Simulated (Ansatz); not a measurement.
Process, species as SMILES: [O+]#[Si-] (O-Si) → OSi+ (doublet, bonded as [O+]#[Si-]) + e-
B3LYP-D3(BJ)/def2-TZVP geometries, fixed; electronic energies without zero-point terms.
Largest species:
```xyz
2

Si     0.0000     0.0000    -0.5502
O      0.0000     0.0000     0.9629
```

Effect of a fitting basis named in the input at MP2/aug-cc-pV(T+d)Z with Ansatz (an electronic-structure program), against the last row, where the adiabatic ionisation energy is 12.42 eV. Cores are frozen. Open shells are unrestricted. The default fits or decomposes integrals by the program's own choice; accuracy: high also tightens integrals, grids and stops.

```
setting                                              largest shift of a total energy (mEh)  shift of the adiabatic ionisation energy (eV)
---------------------------------------------------  -------------------------------------  ---------------------------------------------
fitting: def2-universal-jkfit and def2-SVP-RIFIT                                    -3.318                                          0.027
fitting: def2-universal-jkfit and cc-pVDZ-RIFIT                                     -2.490                                          0.024
fitting: def2-universal-jkfit and cc-pVTZ-RIFIT                                     -0.150                                          0.003
fitting: def2-universal-jkfit and aug-cc-pVTZ-RIFIT                                  0.077                                          0.000
fitting: def2-universal-jkfit and cc-pVQZ-RIFIT                                      0.091                                          0.000
fitting: def2-universal-jkfit and aug-cc-pVQZ-RIFIT                                  0.089                                          0.000
accuracy: high                                                                      -0.001                                          0.000
accuracy: medium (default)                                                           0.000                                          0.000
```

Within 0.01 eV in the adiabatic ionisation energy: fitting: def2-universal-jkfit and cc-pVTZ-RIFIT; fitting: def2-universal-jkfit and aug-cc-pVTZ-RIFIT; fitting: def2-universal-jkfit and cc-pVQZ-RIFIT; fitting: def2-universal-jkfit and aug-cc-pVQZ-RIFIT; accuracy: high. The largest shift is 3.318 mEh in a total energy and 0.027 eV in the difference.
